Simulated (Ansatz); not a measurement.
# CH₃+ (singlet): wave-function methods side by side at a displaced geometry (v1), cc-pVTZ

Aim: climb from Hartree-Fock through coupled cluster and multireference methods for CH₃+ (singlet) at one geometry and basis, and see what each rung misses.

The runs use Ansatz 0.2.0, Gaussian basis; cc-pVTZ, core rule «outside noble gas», up to 1 orbitals frozen.

Plan: UHF; CCSD(T) on RHF; BCCD(T) on RHF; CCSDT(Q) on RHF; CASSCF and MRCISD+Q, 6 electrons in 7 orbitals; CASSCF and NEVPT2, 6 electrons in 7 orbitals.

15 further runs of the same task are left out: 7 that didn't finish, 8 set aside as unsound or not needed.

### 1 The system

The geometry is a PBE0/def2-TZVP stationary point (not a proven minimum) with its atoms shifted at random (size 0.040 Å).

4 atoms, charge 1, spin multiplicity 1.

Atoms are counted from 1 here; the program's logs count them from 0.

Bond lengths: C1–H2 1.092 Å, C1–H3 1.109 Å, C1–H4 1.138 Å. Angles: H2–C1–H3 117.5°, H2–C1–H4 121.1°, H3–C1–H4 121.2°.

### 2 UHF

in.yaml

```yaml
crystal:
  periodic: [false, false, false]
  atoms:
    - {symbol: C, position_ang: [0.000627, -0.000495, 0.005959]}
    - {symbol: H, position_ang: [1.092946, -0.002740, -0.005427]}
    - {symbol: H, position_ang: [-0.510854, 0.982417, -0.050609]}
    - {symbol: H, position_ang: [-0.589559, -0.973783, -0.014969]}
basis:
  gaussian: {orbitals: cc-pVTZ}
total_charge: 1
magnetization: {spin_polarized: true, initial_magnetization: 0}
hamiltonian: {xc: hf}
output: {orbitals: {seedname: orbitals}}
```

Launch:

```sh
$ ansatz run in.yaml --threads 1 --pin off --events-out ev --progress --plain --max-ram 2393MiB
```

After this run come: CCSD(T) on RHF; BCCD(T) on RHF; CCSDT(Q) on RHF; CASSCF and MRCISD+Q, 6 electrons in 7 orbitals; CASSCF and NEVPT2, 6 electrons in 7 orbitals.

Before running them: what should the planned runs give, taken together? Wanted: RCCSDT(Q) below the RHF energy; RMP2 from RCCSDT(Q); RCCSD from RCCSDT(Q); RCCSD(T) from RCCSDT(Q); NEVPT2 valence from RCCSDT(Q); MRCISD+Q valence from RCCSDT(Q); T1 diagnostic; effectively unpaired electrons.

As calculated:

| quantity | value |
| --- | --- |
| RCCSDT(Q) below the RHF energy | -4.3107 eV |
| RMP2 from RCCSDT(Q) | +699.9 meV |
| RCCSD from RCCSDT(Q) | +98.0 meV |
| RCCSD(T) from RCCSDT(Q) | +12.7 meV |
| NEVPT2 valence from RCCSDT(Q) | +640.3 meV |
| MRCISD+Q valence from RCCSDT(Q) | +23.7 meV |
| levels within 1 kcal/mol (43 meV) | RCCSD(T), BCCD(T), RCCSDT, MRCISD+Q valence |
| T1 diagnostic | 0.005 |
| effectively unpaired electrons | 0.01 |

**Reading.** RCCSD(T) lands +12.7 meV from the yardstick (0.3 % of the correlation energy). One determinant dominates. Of the multireference levels listed MRCISD+Q valence comes nearest in total energy (+23.7 meV), which doesn't show that its space is the better one. These misses are within one basis, not against nature.
